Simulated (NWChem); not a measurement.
## Correlation energy of H2P

SMILES: [PH2]
```xyz
3

P      0.0000     0.0000     0.1196
H      1.0289     0.0000    -0.8970
H     -1.0289     0.0000    -0.8970
```
Charge 0, spin multiplicity 2.

Program: NWChem. Structure: optimised with UPBE/def2-SVP, a minimum by its harmonic frequencies.

Basis set: STO-3G. Each correlation energy counts from its own Hartree-Fock reference.

The correlated methods keep 5 core orbitals frozen. The structure started from a generated list of species. The unpaired electrons of the parent sit in orbitals of symmetry b2 (C2v labels of the run); other states weren't searched. The stability of the SCF solutions was not checked. Open-shell Hartree-Fock references start from PBE0 orbitals. No row is a measurement; the coupled-cluster row has its own basis-set and correlation limits.

**Question.** For the correlation energy, UMP2 gives -29.2 mHa and SCS-UMP2 gives -34.9 mHa. What do CCSD on UHF, CCSD[T] on UHF, CCSD(T) on UHF give?

**Answer.** CCSD on UHF: -45.5 mHa; CCSD[T] on UHF: -45.5 mHa; CCSD(T) on UHF: -45.5 mHa.
